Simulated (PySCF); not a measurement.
Bond stretch in OH, doublet.

Levels: UKS-TPSSh = unrestricted TPSSh/cc-pVDZ run with PySCF; UHF/cc-pVDZ (PySCF); UKS-CAM-B3LYP = PySCF with unrestricted CAM-B3LYP/cc-pVDZ.

Magnitude of the dipole moment (D; its direction can reverse along the curve, and a method can change to another solution) and Mulliken charge of the fragment that holds O1:

```
R / Å  μ UKS-TPSSh  q UKS-TPSSh  μ UHF  q UHF  μ UKS-CAM-B3LYP  q UKS-CAM-B3LYP
-----  -----------  -----------  -----  -----  ---------------  ---------------
0.79          1.57        -0.07   1.64  -0.07             1.60            -0.07
0.83          1.59        -0.09   1.68  -0.10             1.62            -0.09
0.88          1.62        -0.12   1.73  -0.13             1.65            -0.12
0.92          1.64        -0.14   1.76  -0.16             1.67            -0.14
0.94          1.64        -0.15   1.78  -0.17             1.68            -0.15
0.97          1.65        -0.17   1.80  -0.18             1.70            -0.17
1.01          1.66        -0.18   1.83  -0.20             1.71            -0.18
1.03          1.67        -0.19   1.85  -0.21             1.72            -0.19
1.08          1.67        -0.20   1.87  -0.23             1.73            -0.21
1.12          1.68        -0.21   1.89  -0.24             1.74            -0.21
1.22          1.68        -0.23   1.90  -0.26             1.76            -0.23
1.32          1.66        -0.23   1.70  -0.23             1.76            -0.23
1.45          1.62        -0.21   1.14  -0.15             1.73            -0.22
1.61          1.43        -0.18   0.65  -0.09             1.55            -0.19
1.74          1.22        -0.14   0.42  -0.05             1.30            -0.14
1.95          0.90        -0.09   0.20  -0.02             0.90            -0.09
2.14          0.64        -0.06   0.10  -0.01             0.62            -0.05
2.41          0.36        -0.03   0.04   0.00             0.32            -0.02
2.66          0.24        -0.02   0.01   0.00             0.16            -0.01
2.90          0.14        -0.01   0.00   0.00             0.08             0.00
3.40          0.04         0.00   0.00   0.00             0.02             0.00
3.89          0.01         0.00   0.00   0.00             0.00             0.00
```

The unrestricted determinant behind UKS-TPSSh, UKS-CAM-B3LYP is spin-contaminated at 1.61 to 3.89 Å (<S²> up to 1.8, against 0.75 for a pure doublet). The unrestricted determinant behind UHF is spin-contaminated at 1.32 to 3.89 Å (<S²> up to 1.8, against 0.75 for a pure doublet).
